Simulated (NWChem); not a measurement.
**triplet C2H3F: levels of theory compared**

Aim: a comparison of 6 runs (U-r2SCAN/def2-TZVP, U-revPBE/def2-TZVP, UM06-L/def2-TZVP, UPBE/def2-TZVP, UPBE0/def2-TZVP, USVWN5/def2-TZVP) of triplet C2H3F. 

The results are computed with NWChem 7.3.0.

2 further runs of the same task are left out: 2 set aside as unsound or not needed.

## Step 1: Starting point

C2H3F has 6 atoms, charge 0, and is taken as a triplet. As SMILES of the parent species, `C=CF`. The coordinates come from a PBE0-D4/def2-TZVP relaxation. That shape belongs to the parent species and isn't relaxed for this state.

Bond lengths: C1–C2 1.316 Å, C2–F3 1.336 Å, C1–H4 1.082 Å, C1–H5 1.081 Å, C2–H6 1.084 Å. Angles: C1–C2–F3 122.3°, C1–C2–H6 125.7°, F3–C2–H6 112.0°, C2–C1–H4 121.6°, C2–C1–H5 119.2°, H4–C1–H5 119.2°.

## Step 2: A single-point energy at U-r2SCAN/def2-TZVP (run 1)

The input, struct.nw:

```
echo
start struct
title "C2H3F r2SCAN"
memory total 2200 mb
charge 0

geometry units angstrom noautosym nocenter noautoz
   C     -0.536200     0.076400    -0.442800
   C      0.490000    -0.016300     0.376600
   F      0.966200    -1.192400     0.795500
   H     -1.043900    -0.803300    -0.816600
   H     -0.880200     1.054100    -0.749700
   H      1.046100     0.817400     0.790700
end

basis spherical bse
   C library def2-TZVP
   F library def2-TZVP
   H library def2-TZVP
end

dft
   xc r2scan
   mult 3
   grid fine
   convergence energy 1e-08
   iterations 100
   mulliken
   print low
end

task dft energy
```

Launch:

```sh
$ nwchem struct.nw > struct.out
```

What it wrote:

```text
[...]
 d= 0,ls=0.0,diis     1   -177.5967842226 -2.45D+02  5.69D-03  1.38D-01     3.4
[...]
 d= 0,ls=0.0,diis    12   -177.6486190889 -4.27D-10  7.62D-08  9.74D-11    37.6
[...]
         Total DFT energy =     -177.648619088861
      One electron energy =     -377.389436579240
           Coulomb energy =      154.342204137432
    Exchange-Corr. energy =      -22.394689376781
 Nuclear repulsion energy =       67.793302729728
[...]
      Total Density - Mulliken Population Analysis
     ---------------------------------------------
    Atom       Charge   Shell Charges
 -----------   ------   -------------------------------------------------------
    1 C    6     6.31   0.86  1.12  0.53  0.64  0.13  1.33  1.22  0.43  0.02  0.04  0.01
    2 C    6     5.93   0.86  1.12  0.53  0.56  0.11  1.30  1.11  0.21  0.03  0.09  0.02
    3 F    9     9.18   0.77  1.20  0.62  0.97  0.37  2.27  2.13  0.83  0.00  0.02  0.00
    4 H    1     0.85   0.27  0.47  0.08  0.02
    5 H    1     0.86   0.27  0.48  0.08  0.02
    6 H    1     0.89   0.27  0.48  0.11  0.02
[...]
      <S2> =      2.0118 (Exact =     2.0000)
[...]
```

Wall time 38 s (1 thread of Intel Xeon Platinum 8375C at 2.90GHz (Ice Lake), shared host); peak memory 0.12 GiB.

## Step 3: The energy at U-revPBE/def2-TZVP (run 2)

The input, nw.nw:

```
start nw
title "C2H3F energy"
memory 2200 mb
geometry units angstrom noautosym nocenter noautoz
C       -0.536200       0.076400      -0.442800
C        0.490000      -0.016300       0.376600
F        0.966200      -1.192400       0.795500
H       -1.043900      -0.803300      -0.816600
H       -0.880200       1.054100      -0.749700
H        1.046100       0.817400       0.790700
end
basis "ao basis" spherical bse
* library def2-TZVP
end
dft
xc revpbe cpbe96
mult 3
grid fine
convergence energy 1e-08
maxiter 100
mulliken
end
task dft energy
```

Launch:

```sh
$ nwchem nw.nw > nw.out
```

What it wrote:

```text
[...]
          Wavefunction type:  spin polarized.
          No. of atoms     :     6
          No. of electrons :    24
[...]
          Charge           :     0
          Spin multiplicity:     3
[...]
          AO basis - number of functions:   111
[...]
              XC Information
              --------------
                        RevPBE Exchange Functional  1.000
            Perdew 1991 LDA Correlation Functional  1.000 local
           PerdewBurkeErnz. Correlation Functional  1.000 non-local
[...]
 d= 0,ls=0.0,diis     1   -177.6214928850 -2.45D+02  6.10D-03  1.77D-01     2.9
[...]
 d= 0,ls=0.0,diis    11   -177.6773443394 -6.82D-09  4.70D-07  1.78D-09    28.6
[...]
         Total DFT energy =     -177.677344339410
      One electron energy =     -377.285464330060
           Coulomb energy =      154.221771974081
    Exchange-Corr. energy =      -22.406954713159
 Nuclear repulsion energy =       67.793302729728
[...]
      Total Density - Mulliken Population Analysis
     ---------------------------------------------
    Atom       Charge   Shell Charges
 -----------   ------   -------------------------------------------------------
    1 C    6     6.26   0.86  1.11  0.54  0.60  0.08  1.34  1.23  0.43  0.02  0.04  0.01
    2 C    6     5.98   0.86  1.11  0.54  0.54  0.10  1.32  1.11  0.25  0.03  0.10  0.02
    3 F    9     9.13   0.77  1.19  0.62  0.98  0.34  2.27  2.09  0.84  0.00  0.02  0.00
    4 H    1     0.86   0.27  0.46  0.11  0.02
    5 H    1     0.87   0.27  0.46  0.11  0.02
    6 H    1     0.91   0.28  0.47  0.14  0.02
[...]
      <S2> =      2.0069 (Exact =     2.0000)
[...]
```

It took 29 s on 1 thread of Intel Xeon Platinum 8375C at 2.90GHz (Ice Lake), shared host; peak memory 0.12 GiB.

Runs 3 to 5 aren't shown in full; the table further down has their settings and results.

## Step 4: The energy at USVWN5/def2-TZVP (run 6)

The input, a.nw:

```
start a
memory 2200 mb
charge 0

geometry noautosym nocenter noautoz
  C    -0.536200    0.076400   -0.442800
  C     0.490000   -0.016300    0.376600
  F     0.966200   -1.192400    0.795500
  H    -1.043900   -0.803300   -0.816600
  H    -0.880200    1.054100   -0.749700
  H     1.046100    0.817400    0.790700
end

basis spherical bse
  * library def2-TZVP
end

dft
  xc slater vwn_5
  mult 3
  grid fine
  convergence energy 1e-08
  maxiter 100
  mulliken
end

task dft energy
```

Launch:

```sh
$ nwchem a.nw > a.out
```

What it wrote:

```text
[...]
          Wavefunction type:  spin polarized.
          No. of atoms     :     6
          No. of electrons :    24
[...]
          Charge           :     0
          Spin multiplicity:     3
[...]
          AO basis - number of functions:   111
[...]
              XC Information
              --------------
                        Slater Exchange Functional  1.000 local
                      VWN V Correlation Functional  1.000 local
[...]
 d= 0,ls=0.0,diis     1   -176.2886205770 -2.44D+02  5.89D-03  3.90D-01     2.1
[...]
 d= 0,ls=0.0,diis    11   -176.3540308720 -2.71D-09  4.83D-07  1.52D-09    19.3
[...]
         Total DFT energy =     -176.354030871953
      One electron energy =     -377.104865311246
           Coulomb energy =      153.937614947483
    Exchange-Corr. energy =      -20.980083237919
 Nuclear repulsion energy =       67.793302729728
[...]
      Total Density - Mulliken Population Analysis
     ---------------------------------------------
    Atom       Charge   Shell Charges
 -----------   ------   -------------------------------------------------------
    1 C    6     6.35   0.84  1.13  0.53  0.67  0.12  1.38  1.12  0.52  0.02  0.03  0.00
    2 C    6     6.02   0.84  1.13  0.53  0.59  0.12  1.35  1.04  0.28  0.03  0.10  0.02
    3 F    9     9.10   0.76  1.20  0.61  0.96  0.37  2.29  2.03  0.86  0.00  0.01  0.00
    4 H    1     0.83   0.26  0.46  0.09  0.02
    5 H    1     0.83   0.26  0.47  0.08  0.02
    6 H    1     0.87   0.26  0.47  0.11  0.02
[...]
      <S2> =      2.0037 (Exact =     2.0000)
[...]
```

Run time: 20 s. Hardware: 1 thread of Intel Xeon Platinum 8375C at 2.90GHz (Ice Lake), shared host; peak memory 0.12 GiB.

## Step 5: All runs side by side

| run | level | energy (Eh) | ⟨S²⟩ | wall time |
| --- | --- | --- | --- | --- |
| 1 | U-r2SCAN/def2-TZVP | -177.648619 | 2.012 | 38 s |
| 2 | U-revPBE/def2-TZVP | -177.677344 | 2.007 | 29 s |
| 3 | UM06-L/def2-TZVP | -177.700442 | 2.012 | 43 s |
| 4 | UPBE/def2-TZVP | -177.529744 | 2.006 | 30 s |
| 5 | UPBE0/def2-TZVP | -177.542383 | 2.009 | 31 s |
| 6 | USVWN5/def2-TZVP | -176.354031 | 2.004 | 20 s |

## Step 6: Summary of results

| quantity | value |
| --- | --- |
| run 6: total energy | -176.35403 Eh |
| run 6: dipole moment | 1.10 D |
| run 6: HOMO energy (highest over α and β) | -1.96 eV |
| run 6: ⟨S²⟩ | 2.004 |

Over runs 2, 3, 4, 5, 6 the dipole moment (its size) runs from 1.08 D (U-revPBE/def2-TZVP) to 1.31 D (UPBE0/def2-TZVP). Totals of different functionals can't be ranked against each other. All runs together took 3.2 min, the longest 43 s.
